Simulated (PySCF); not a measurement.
Compound: tetrahydrothiophen-3-one, C4H6OS.
Numbering: `[O:1]=[C:2]1[CH2:3][CH2:4][S:5][CH2:6]1` (hydrogens: H7, H8 on C3; H9, H10 on C4; H11, H12 on C6)

The same species was optimised twice, with GFN2-xTB and with PBE0-D3(BJ)/def2-SVP (PySCF), and the same property calculations (PySCF, gas phase) were run on both structures.

```tsv
coordinate	GFN2-xTB	PBE0-D3(BJ)/def2-SVP	change
C2–C6 (Å)	1.515	1.529	+0.014
C2–C3 (Å)	1.514	1.520	+0.006
C4–S5 (Å)	1.828	1.830	+0.002
S5–C6 (Å)	1.812	1.811	-0.001
C3–C4 (Å)	1.515	1.517	+0.002
O1=C2 (Å)	1.199	1.200	+0.001
C2–C6–S5 (°)	108.5	108.0	-0.5
C4–S5–C6 (°)	91.5	91.9	+0.4
C3–C4–S5 (°)	105.5	105.7	+0.2
C3–C2–C6 (°)	111.5	111.8	+0.3
C2–C3–C4 (°)	108.6	108.4	-0.2
O1–C2–C6 (°)	123.2	123.0	-0.2
O1–C2–C3 (°)	125.2	125.1	-0.1
```

Rotational constants: A = 5748, B = 2483, C = 1833 MHz (GFN2-xTB) against A = 5683, B = 2479, C = 1824 MHz (PBE0-D3(BJ)/def2-SVP). Point groups within 0.08 Å: C1 and C1. Atoms that the bonding makes alike are paired by their places after alignment.

On the GFN2-xTB structure: lowest singlet, TDDFT (eV) 4.37 [CAM-B3LYP/def2-SVPD]; lowest triplet, Tamm–Dancoff (eV) 3.85 [CAM-B3LYP/def2-SVPD]; isotropic polarisability (au) 66.5 [CAM-B3LYP/def2-SVPD]; HOMO (eV) -8.10 [CAM-B3LYP/def2-SVPD]; LUMO (eV) 0.19 [CAM-B3LYP/def2-SVPD]; dipole (D) 2.02 [CAM-B3LYP/def2-SVPD]; HOMO (eV) -6.71 [PBE0/pcSseg-1]; LUMO (eV) -0.88 [PBE0/pcSseg-1]; dipole (D) 1.76 [PBE0/pcSseg-1]; GIAO shielding of O1 (ppm) -325.6 [PBE0/pcSseg-1]; GIAO shielding of C2 (ppm) -31.1 [PBE0/pcSseg-1]; GIAO shielding of C3 (ppm) 143.9 [PBE0/pcSseg-1]; GIAO shielding of C4 (ppm) 154.9 [PBE0/pcSseg-1]; GIAO shielding of S5 (ppm) 540.8 [PBE0/pcSseg-1]; GIAO shielding of C6 (ppm) 146.6 [PBE0/pcSseg-1].

Task: What do these properties become on the PBE0-D3(BJ)/def2-SVP structure?

Result: 
| property | level | on GFN2-xTB | on PBE0-D3(BJ)/def2-SVP | change |
| --- | --- | --- | --- | --- |
| lowest singlet, TDDFT (eV) | CAM-B3LYP/def2-SVPD | 4.37 | 4.36 | -0.01 |
| lowest triplet, Tamm–Dancoff (eV) | CAM-B3LYP/def2-SVPD | 3.85 | 3.85 | 0.00 |
| isotropic polarisability (au) | CAM-B3LYP/def2-SVPD | 66.5 | 67.2 | +0.7 |
| HOMO (eV) | CAM-B3LYP/def2-SVPD | -8.10 | -8.12 | -0.02 |
| LUMO (eV) | CAM-B3LYP/def2-SVPD | 0.19 | 0.19 | 0.00 |
| dipole (D) | CAM-B3LYP/def2-SVPD | 2.02 | 2.01 | -0.01 |
| energy, GFN2-xTB geometry as zero (kcal/mol) | CAM-B3LYP/def2-SVPD | 0.0 | -0.4 | -0.4 |
| HOMO (eV) | PBE0/pcSseg-1 | -6.71 | -6.74 | -0.03 |
| LUMO (eV) | PBE0/pcSseg-1 | -0.88 | -0.88 | 0.00 |
| dipole (D) | PBE0/pcSseg-1 | 1.76 | 1.76 | 0.00 |
| energy, GFN2-xTB geometry as zero (kcal/mol) | PBE0/pcSseg-1 | 0.0 | -0.3 | -0.3 |
| GIAO shielding of O1 (ppm) | PBE0/pcSseg-1 | -325.6 | -324.4 | +1.2 |
| GIAO shielding of C2 (ppm) | PBE0/pcSseg-1 | -31.1 | -32.5 | -1.4 |
| GIAO shielding of C3 (ppm) | PBE0/pcSseg-1 | 143.9 | 142.7 | -1.2 |
| GIAO shielding of C4 (ppm) | PBE0/pcSseg-1 | 154.9 | 153.2 | -1.7 |
| GIAO shielding of S5 (ppm) | PBE0/pcSseg-1 | 540.8 | 539.2 | -1.6 |
| GIAO shielding of C6 (ppm) | PBE0/pcSseg-1 | 146.6 | 144.0 | -2.6 |

The heavy atoms differ by 0.007 Å rms after alignment (one structure mirrored). Among bonds between heavy atoms C2–C6 changes most (+0.014 Å). Changes are differences of the printed values. Neither structure is proved a minimum here.
